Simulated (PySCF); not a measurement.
# Highest orbital energy against ionisation energy along group 13

Calculated with PySCF 2.14, no spin-orbit coupling. Each cell gives −ε(HOMO) / ΔSCF in eV; NIST values include spin-orbit coupling, (s) semi-empirical, (t) theoretical.

```
                                                                                       species            UHF            LDA            PBE           PBE0         r2SCAN  NIST (lowest levels)
     B (aug-cc-pVQZ with one added diffuse shell each of s, p, d, f, g type, non-relativistic)  8.674 / 8.041  4.112 / 8.644  4.172 / 8.673  5.375 / 8.647  4.587 / 8.770                 8.298
Al (aug-cc-pV(Q+d)Z with one added diffuse shell each of s, p, d, f, g type, non-relativistic)  5.944 / 5.608  3.011 / 6.030  3.093 / 6.077  3.908 / 6.097  3.349 / 6.181                 5.986
Ga (aug-cc-pVQZ-PP with one added diffuse shell each of s, p, d, f, g type with ECP10MDF, ECP)  5.827 / 5.535  2.911 / 6.002  2.924 / 5.928  3.749 / 5.958  3.175 / 6.091                 5.999
In (aug-cc-pVQZ-PP with one added diffuse shell each of s, p, d, f, g type with ECP28MDF, ECP)  5.485 / 5.218  2.855 / 5.716  2.824 / 5.590  3.593 / 5.621  3.054 / 5.718                 5.786
Tl (aug-cc-pVQZ-PP with one added diffuse shell each of s, p, d, f, g type with ECP60MDF, ECP)  5.249 / 5.014  2.763 / 5.583  2.695 / 5.425  3.435 / 5.441  2.909 / 5.507                 6.108
```

How far is −ε(HOMO) from ΔSCF on average for each method, and why?

UHF 0.35 eV; LDA -3.26 eV; PBE -3.20 eV; PBE0 -2.34 eV; r2SCAN -3.04 eV. Hartree-Fock orbital energies lack relaxation and so exceed the ΔSCF value; semilocal functionals have convex E(N) from self-interaction, so their HOMO lies far too high; exact exchange moves hybrids part of the way back.
